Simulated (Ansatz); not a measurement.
Born–Oppenheimer molecular dynamics of H4O2Si (7 atoms, charge 0, multiplicity 1). It starts from a relaxed structure.

Theory: RKS B3LYP-D4/def2-mTZVP in Ansatz.

```yaml
ensemble: NVE (velocity Verlet)
time_step: 0.5 fs
steps_asked: 100
starting_velocities_drawn_for: 500 K
seed: 133852
```

First frame:

```xyz
7
Properties=species:S:1:pos:R:3
Si -0.090 0.035 -0.062
O -0.234 0.176 1.583
H -0.471 -0.608 2.090
O 1.474 -0.087 -0.582
H 1.966 -0.894 -0.392
H -0.572 1.294 -0.650
H -0.874 -1.149 -0.498
```

How far do the bonds stretch over the last three quarters of this one trajectory? (Pairs bonded in most of those frames.)


| bond | mean (Å) | spread (Å) | shortest | longest |
| --- | --- | --- | --- | --- |
| Si1–O2 | 1.656 | 0.014 | 1.63 | 1.68 |
| Si1–O4 | 1.661 | 0.043 | 1.60 | 1.72 |
| Si1–H6 | 1.475 | 0.026 | 1.44 | 1.52 |
| Si1–H7 | 1.489 | 0.018 | 1.46 | 1.52 |
| O2–H3 | 0.967 | 0.018 | 0.94 | 0.99 |
| O4–H5 | 0.967 | 0.019 | 0.94 | 1.00 |

Mean temperature of the second half: 223 K. The conserved energy stayed within 0.26 meV per atom of its start (net change 0.19 meV per atom), so the integration is sound. A run of 0.05 ps of so small a system gives no equilibrium averages.

Time of the run: 2.6 min on 1 thread of AMD EPYC 7R43 64-Core Processor (Zen 3), with other jobs on the host, peak memory 0.15 GiB.
